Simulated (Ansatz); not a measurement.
**Stretch profile**

SiH2Cl (SMILES [SiH2]Cl), doublet, at its PBE0-D4/def2-TZVP minimum:

Si1  (-0.303, 0.278, 0.169)
Cl2  (1.616, -0.069, 0.811)
H3  (-1.065, -0.997, 0.247)
H4  (-0.248, 0.788, -1.228)
(Å)

The bond length Si1–Cl2 (2.053 Å at the minimum) is set to the values below, the two halves moving rigidly along the bond. Each method's energies count from its own value at the PBE0-D4 minimum structure. 1 of 9 computed points, where the reference changed state or T1 grew large, are left out. Program: Ansatz 0.2.0. Basis: def2-TZVPP. Cores are frozen in the correlated methods; orbitals are unrestricted. B3LYP uses VWN-RPA correlation.

```
bond length (Å)  CCSD(T) (kJ/mol)  r2SCAN-D4 (kJ/mol)  B3LYP-D4 (kJ/mol)  HF (kJ/mol)  PBE-D4 (kJ/mol)
          1.684             231.0               222.1              227.8        234.8            228.2
          1.770             118.0               112.6              117.4        120.2            117.8
          1.897              30.1                28.1               30.9         30.8             31.2
          2.045               0.2                 0.1                0.3          0.2              0.3
          2.209              15.8                15.9               12.9         16.0             12.7
          2.386              59.4                58.2               52.0         60.8             51.4
          2.574             116.5               113.0              103.8        120.0            102.7
          2.771             177.1               170.9              158.7        183.1            157.1
```

Minimum and curvature along this coordinate at CCSD(T): A fifth-order fit through the nearest points gives 2.059 Å, with a curvature of about 18 eV/Å².

Q: Treat the two halves as rigid bodies and work out the harmonic wavenumber of this stretch from that curvature (ν̃ = 521.5 √(k/μ) cm⁻¹ with k in eV/Å² and μ in u).

A: The halves weigh 30.10 and 35.45 u, so μ = 30.10 × 35.45/65.55 = 16.278 u and ν̃ = 521.5 √(18/16.278) ≈ 550 cm⁻¹. A true normal mode mixes in other motions, so this is a guide only.

Largest difference from the CCSD(T) curve over the scan: PBE0-D4 10.8; wB97M-V 6.8; MP2 10.8 kJ/mol. Each curve counts from its own value at the minimum.

T1 diagnostic: at most 0.022. ⟨S²⟩ of the unrestricted Hartree–Fock references: 0.75 to 0.77 (a pure state has 0.75).

For scale, one of the runs: CCSD(T)/def2-TZVPP, 112 basis functions (an equivalent command: `ansatz run in.yaml --threads 2`). The run took 9 s on 2 CPU threads (shared host), with 0.77 GiB of host memory at its peak.
